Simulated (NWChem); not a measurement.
# One shape, several levels: C2H3NO (Nitrosoethylene)

Aim: a comparison of 6 runs (B3LYP/def2-SVPD, M06-2X/def2-SVPD, PBE/def2-SVPD, PBE0/def2-SVPD, SVWN5/def2-SVPD, MP2/def2-SVPD) of C2H3NO (Nitrosoethylene). 

The calculation is run with NWChem 7.3.0.

1 further run of the same task is left out (set aside as unsound or not needed).

### 1 The structure to begin with

The species is C2H3NO (7 atoms), meant as a singlet with charge 0. As SMILES, `C=CN=O`. The coordinates come from a PBE0-D4/def2-TZVP relaxation. This is one conformer, not always the lowest.

Bond lengths: C1–C2 1.328 Å, C2–N3 1.420 Å, N3–O4 1.204 Å, C1–H5 1.082 Å, C1–H6 1.084 Å, C2–H7 1.088 Å. Angles: C1–C2–N3 116.9°, C2–N3–O4 113.9°, C1–C2–H7 125.8°, N3–C2–H7 117.3°, C2–C1–H5 122.0°, C2–C1–H6 119.3°, H5–C1–H6 118.6°.

### 2 Energy and gradient at B3LYP/def2-SVPD (run 1)

sp.nw

```
start sp
title "C2H3NO B3LYP"
memory total 2200 mb

geometry units angstrom noautosym nocenter noautoz
  C        0.081850       0.997050      -0.386810
  C       -0.095350      -0.104120       0.334780
  N        0.136670      -1.344100      -0.316900
  O       -0.039770      -2.304690       0.387270
  H       -0.071800       1.985550       0.026660
  H        0.389990       0.909370      -1.422820
  H       -0.401600      -0.139060       1.377820
end

basis "ao basis" spherical bse
  * library def2-SVPD
end

dft
  xc b3lyp
  grid fine
  convergence energy 1e-08
  maxiter 100
  mulliken
end

task dft gradient
```

Started as:

```sh
$ nwchem sp.nw > sp.out
```

The log of the run:

```text
[...]
          Wavefunction type:  closed shell.
          No. of atoms     :     7
          No. of electrons :    30
[...]
          Charge           :     0
          Spin multiplicity:     1
[...]
          AO basis - number of functions:   107
[...]
              XC Information
              --------------
                         B3LYP Method XC Potential
                     Hartree-Fock (Exact) Exchange  0.200
                        Slater Exchange Functional  0.800 local
                    Becke 1988 Exchange Functional  0.720 non-local
              Lee-Yang-Parr Correlation Functional  0.810
                  VWN I RPA Correlation Functional  0.190 local
[...]
 d= 0,ls=0.0,diis     1   -207.6533915363 -3.13D+02  1.61D-02  7.70D-01     2.0
[...]
 d= 0,ls=0.0,diis    11   -207.7391321300 -3.16D-09  7.05D-07  4.42D-09    18.1
         Total DFT energy =     -207.739132130012
      One electron energy =     -489.414879084708
           Coulomb energy =      203.746814460586
    Exchange-Corr. energy =      -27.305348047155
 Nuclear repulsion energy =      105.234280541264
[...]
      Total Density - Mulliken Population Analysis
     ---------------------------------------------
    Atom       Charge   Shell Charges
 -----------   ------   -------------------------------------------------------
    1 C    6     5.64   1.98  0.96  0.28 -0.12  2.07  0.39  0.03  0.05
    2 C    6     5.61   1.98  0.97  0.07  0.01  2.09  0.31  0.04  0.13
    3 N    7     7.15   1.99  1.12  0.45  0.26  2.25  0.93  0.06  0.09
    4 O    8     8.30   1.99  1.14  0.71  0.02  2.79  1.45  0.12  0.02  0.06
    5 H    1     1.10   0.77  0.35  0.02 -0.04
    6 H    1     1.12   0.76  0.31  0.02  0.02
    7 H    1     1.07   0.77  0.27  0.02  0.01
[...]
  wavefunction    = closed shell
                         DFT ENERGY GRADIENTS
    atom               coordinates                        gradient
                 x          y          z           x          y          z
   1 C       0.154674   1.884151  -0.730965   -0.000987  -0.007623   0.004180
   2 C      -0.180185  -0.196758   0.632642    0.000143   0.006068  -0.001149
   3 N       0.258269  -2.539981  -0.598854   -0.001810  -0.009742   0.007209
   4 O      -0.075154  -4.355233   0.731834    0.001888   0.015876  -0.008144
   5 H      -0.135682   3.752145   0.050380    0.000778  -0.004985  -0.002092
   6 H       0.736974   1.718460  -2.688740   -0.001448   0.000103   0.004902
   7 H      -0.758914  -0.262785   2.603702    0.001436   0.000303  -0.004905
[...]
```

It took 23 s on 1 thread of Intel Xeon 6975P-C (Granite Rapids), shared host; peak memory 0.12 GiB.

### 3 Energy and gradient at M06-2X/def2-SVPD (run 2)

work.nw

```
start work
title "Nitrosoethylene"
memory total 2200 mb

geometry units angstroms noautosym nocenter noautoz
 C        0.081850       0.997050      -0.386810
 C       -0.095350      -0.104120       0.334780
 N        0.136670      -1.344100      -0.316900
 O       -0.039770      -2.304690       0.387270
 H       -0.071800       1.985550       0.026660
 H        0.389990       0.909370      -1.422820
 H       -0.401600      -0.139060       1.377820
end

basis spherical bse
 * library def2-SVPD
end

dft
 xc m06-2x
 grid fine
 convergence energy 1e-08
 maxiter 100
 mulliken
end

task dft gradient
```

Started as:

```sh
$ nwchem work.nw > work.out
```

The log of the run:

```text
[...]
          Wavefunction type:  closed shell.
          No. of atoms     :     7
          No. of electrons :    30
[...]
          Charge           :     0
          Spin multiplicity:     1
[...]
          AO basis - number of functions:   107
[...]
              XC Information
              --------------
                       M06-2X Method XC Functional
                     Hartree-Fock (Exact) Exchange  0.540
                        M06-2X Exchange Functional  1.000
                      M06-2X Correlation Potential  1.000
[...]
 d= 0,ls=0.0,diis     1   -207.5604841061 -3.13D+02  1.23D-02  6.42D-01     3.5
[...]
 d= 0,ls=0.0,diis    12   -207.6399730438 -1.01D-09  5.03D-07  4.65D-10    28.7
         Total DFT energy =     -207.639973043763
      One electron energy =     -489.281644349653
           Coulomb energy =      203.604706699957
    Exchange-Corr. energy =      -27.197315935331
 Nuclear repulsion energy =      105.234280541264
[...]
      Total Density - Mulliken Population Analysis
     ---------------------------------------------
    Atom       Charge   Shell Charges
 -----------   ------   -------------------------------------------------------
    1 C    6     5.84   1.99  0.93  0.37 -0.10  2.05  0.52  0.02  0.05
    2 C    6     5.72   1.99  0.94  0.14  0.05  2.07  0.39  0.04  0.10
    3 N    7     7.14   1.99  1.10  0.48  0.24  2.23  0.96  0.06  0.07
    4 O    8     8.33   1.99  1.12  0.75  0.00  2.77  1.50  0.12  0.02  0.05
    5 H    1     0.98   0.76  0.24  0.02 -0.04
    6 H    1     1.03   0.76  0.23  0.02  0.01
    7 H    1     0.97   0.76  0.19  0.02  0.00
[...]
  wavefunction    = closed shell
                         DFT ENERGY GRADIENTS
    atom               coordinates                        gradient
                 x          y          z           x          y          z
   1 C       0.154674   1.884151  -0.730965   -0.000411  -0.002293   0.001644
   2 C      -0.180185  -0.196758   0.632642    0.000438   0.000438  -0.001536
   3 N       0.258269  -2.539981  -0.598854    0.000223   0.008786  -0.001723
   4 O      -0.075154  -4.355233   0.731834   -0.000878  -0.004473   0.003475
   5 H      -0.135682   3.752145   0.050380    0.000806  -0.003885  -0.002308
   6 H       0.736974   1.718460  -2.688740   -0.001286   0.000876   0.004269
   7 H      -0.758914  -0.262785   2.603702    0.001108   0.000551  -0.003822
[...]
```

Wall time 36 s (1 thread of Intel Xeon 6975P-C (Granite Rapids), shared host); peak memory 0.12 GiB.

Run 3 isn't shown in full; the table further down has it.

### 4 Energy and gradient at PBE0/def2-SVPD (run 4)

m1.nw

```
start m1
title "C2H3NO gradient"
memory total 2200 mb
charge 0

geometry units angstrom noautosym nocenter noautoz
  C      0.081850     0.997050    -0.386810
  C     -0.095350    -0.104120     0.334780
  N      0.136670    -1.344100    -0.316900
  O     -0.039770    -2.304690     0.387270
  H     -0.071800     1.985550     0.026660
  H      0.389990     0.909370    -1.422820
  H     -0.401600    -0.139060     1.377820
end

basis "ao basis" spherical bse
  * library def2-SVPD
end

dft
  xc pbe0
  grid fine
  convergence energy 1e-08
  iterations 100
  mulliken
  print medium
end

task dft gradient
```

Started as:

```sh
$ nwchem m1.nw > m1.out
```

The log of the run:

```text
[...]
          Wavefunction type:  closed shell.
          No. of atoms     :     7
          No. of electrons :    30
[...]
          Charge           :     0
          Spin multiplicity:     1
[...]
          AO basis - number of functions:   107
[...]
              XC Information
              --------------
                         PBE0 Method XC Functional
                     Hartree-Fock (Exact) Exchange  0.250
          PerdewBurkeErnzerhof Exchange Functional  0.750
            Perdew 1991 LDA Correlation Functional  1.000 local
           PerdewBurkeErnz. Correlation Functional  1.000 non-local
[...]
 d= 0,ls=0.0,diis     1   -207.4197556505 -3.13D+02  1.35D-02  6.99D-01     2.9
[...]
 d= 0,ls=0.0,diis    11   -207.4992146953 -1.60D-09  7.47D-07  3.27D-09    25.3
         Total DFT energy =     -207.499214695251
      One electron energy =     -489.378519652050
           Coulomb energy =      203.701674580508
    Exchange-Corr. energy =      -27.056650164973
 Nuclear repulsion energy =      105.234280541264
[...]
      Total Density - Mulliken Population Analysis
     ---------------------------------------------
    Atom       Charge   Shell Charges
 -----------   ------   -------------------------------------------------------
    1 C    6     5.86   1.98  0.94  0.33 -0.08  2.05  0.55  0.03  0.05
    2 C    6     5.75   1.98  0.95  0.13  0.04  2.07  0.44  0.04  0.09
    3 N    7     7.14   1.99  1.11  0.49  0.21  2.23  0.98  0.06  0.06
    4 O    8     8.37   1.99  1.13  0.75  0.02  2.77  1.50  0.13  0.02  0.05
    5 H    1     0.97   0.76  0.22  0.02 -0.02
    6 H    1     0.98   0.75  0.18  0.03  0.03
    7 H    1     0.93   0.75  0.14  0.02  0.01
[...]
  wavefunction    = closed shell
                         DFT ENERGY GRADIENTS
    atom               coordinates                        gradient
                 x          y          z           x          y          z
   1 C       0.154674   1.884151  -0.730965   -0.000604  -0.004410   0.002530
   2 C      -0.180185  -0.196758   0.632642   -0.000672   0.007780   0.001430
   3 N       0.258269  -2.539981  -0.598854    0.000356  -0.002694  -0.000917
   4 O      -0.075154  -4.355233   0.731834    0.000092   0.003665  -0.000711
   5 H      -0.135682   3.752145   0.050380    0.000861  -0.005166  -0.002352
   6 H       0.736974   1.718460  -2.688740   -0.001568   0.000534   0.005264
   7 H      -0.758914  -0.262785   2.603702    0.001535   0.000292  -0.005243
[...]
```

It took 32 s on 1 thread of Intel Xeon 6975P-C (Granite Rapids), shared host; peak memory 0.12 GiB.

Run 5 isn't shown in full; the table further down has it.

### 5 Energy and forces at MP2/def2-SVPD (run 6)

m1.nw

```
start m1
memory stack 880 mb heap 220 mb global 1100 mb
charge 0

geometry noautosym nocenter noautoz
C        0.081850       0.997050      -0.386810
C       -0.095350      -0.104120       0.334780
N        0.136670      -1.344100      -0.316900
O       -0.039770      -2.304690       0.387270
H       -0.071800       1.985550       0.026660
H        0.389990       0.909370      -1.422820
H       -0.401600      -0.139060       1.377820
end

basis "ao basis" spherical bse
* library def2-SVPD
end

scf
thresh 1e-08
maxiter 80
print low
end

mp2
freeze core 4
tight
end

task mp2 gradient
```

Started as:

```sh
$ nwchem m1.nw > m1.out
```

The log of the run:

```text
[...]
  functions       =   107
[...]
  wavefunction    = RHF
[...]
         Total SCF energy =   -206.526826497875
      One-electron energy =   -488.885722267982
      Two-electron energy =    177.124615228843
 Nuclear repulsion energy =    105.234280541264
        Time for solution =     20.7s
[...]
          Total MP2 energy          -207.155456488258
[...]
                         mp2 ENERGY GRADIENTS
    atom               coordinates                        gradient
                 x          y          z           x          y          z
   1 C       0.154674   1.884151  -0.730965   -0.002218  -0.013989   0.009052
   2 C      -0.180185  -0.196758   0.632642    0.002115   0.010129  -0.008284
   3 N       0.258269  -2.539981  -0.598854   -0.006571  -0.026718   0.025231
   4 O      -0.075154  -4.355233   0.731834    0.005728   0.034084  -0.023173
   5 H      -0.135682   3.752145   0.050380    0.000880  -0.004476  -0.002493
   6 H       0.736974   1.718460  -2.688740   -0.001344   0.000904   0.004463
   7 H      -0.758914  -0.262785   2.603702    0.001411   0.000067  -0.004795
[...]
```

Run time: 53 s. Hardware: 1 thread of Intel Xeon 6975P-C (Granite Rapids), shared host; peak memory 0.39 GiB.

### 6 All runs side by side

| run | level | integration grid | iteration cap | energy (Eh) | dipole moment (D) | HOMO energy (eV) | LUMO energy (eV) | wall time |
| --- | --- | --- | --- | --- | --- | --- | --- | --- |
| 1 | B3LYP/def2-SVPD | fine | 100 | -207.739132 | 3.38 | -6.49 | -3.16 | 23 s |
| 2 | M06-2X/def2-SVPD | fine | 100 | -207.639973 | 3.26 | -8.42 | -1.78 | 36 s |
| 3 | PBE/def2-SVPD | fine | 100 | -207.504223 | 3.31 | -4.99 | -4.02 | 37 s |
| 4 | PBE0/def2-SVPD | fine | 100 | -207.499215 | 3.33 | -6.73 | -2.91 | 32 s |
| 5 | SVWN5/def2-SVPD | fine | 100 | -206.047865 | 3.42 | -5.13 | -4.29 | 32 s |
| 6 | MP2/def2-SVPD | – | 80 | -207.155456 | 3.03 | – | – | 53 s |

### 7 What came out

| quantity | value |
| --- | --- |
| run 6: total energy | -207.15546 Eh |
| run 6: dipole moment (of the density that the program reports) | 3.03 D |
| run 6: correlation energy (4 core orbitals frozen) | -628.6 mEh |
| run 6: largest force on an atom | 2.140 eV/Å |

What this shows: The dipole moment (its size) runs from 3.03 D (MP2/def2-SVPD) to 3.42 D (SVWN5/def2-SVPD). Over runs 1, 2, 3, 4, 5 the HOMO–LUMO gap runs from 0.84 eV (SVWN5/def2-SVPD) to 6.64 eV (M06-2X/def2-SVPD). Totals of different functionals can't be ranked against each other. All runs together took 3.5 min, the longest 53 s.
